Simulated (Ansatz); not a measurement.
Two structures of BH₂ClO, closed shell, reached by relaxing down either side of one saddle point (PBE0-D4/def2-TZVP). Energies are electronic, without zero-point energy. Computed with Ansatz 0.2.0 (basis: def2-TZVPP and def2-QZVPP); correlated methods freeze the cores. Extrapolation: Hartree–Fock as exp(−7.88 √X), correlation as X^−2.97. First:

```
atom    x (Å)    y (Å)    z (Å)
  B1  -0.0797   0.2652  -0.3097
 Cl2   0.9458   1.2821   0.7069
  O3  -0.3747  -0.9923   0.0460
  H4   0.0204  -1.2641   0.8810
  H5  -0.5118   0.7092  -1.3243
```

Second:

B1  (-0.796, -0.052, -1.284)
Cl2  (1.527, 0.100, 2.463)
O3  (-0.165, -0.009, -0.266)
H4  (0.847, 0.056, 1.366)
H5  (-1.413, -0.094, -2.279)
(Å)

(1) Which bonds change from the first to the second?

(2) Give the saddle point's structure and its height above each. (Judge from chemistry; the value comes from the calculation.)

The T1 diagnostic stays at or below 0.018.

## Answers

(1) BH₂ClO ([OH][BH][Cl]) → BHO ([BH][O]) + HCl; bonds formed: Cl2–H4; bonds broken: B1–Cl2, O3–H4.

(2) The calculation gives: 51.29 kcal/mol above the first and 22.10 kcal/mol above the second (CCSD(T) at an estimated basis limit (MP2 extrapolated from triple and quadruple zeta, plus CCSD(T) − MP2 in triple zeta)).
```
atom    x (Å)    y (Å)    z (Å)
  B1  -0.3518  -0.0194  -0.5699
 Cl2   0.9851   0.8423   1.0671
  O3  -0.4486  -1.1207   0.0080
  H4   0.3473  -0.4896   0.9038
  H5  -0.5319   0.7874  -1.4091
```

Labels in which every atom is bracketed show which atoms are joined, not bond orders.

For scale, one of the runs: CCSD(T)/def2-TZVPP, 132 basis functions, launched by `ansatz run in.yaml --threads 2 --pin off --events-out ev --progress --plain --max-ram 4352MiB`. Hardware: 2 CPU threads of an Arm Neoverse V1, shared host. Wall time 8.5 s; peak host memory 0.66 GiB.
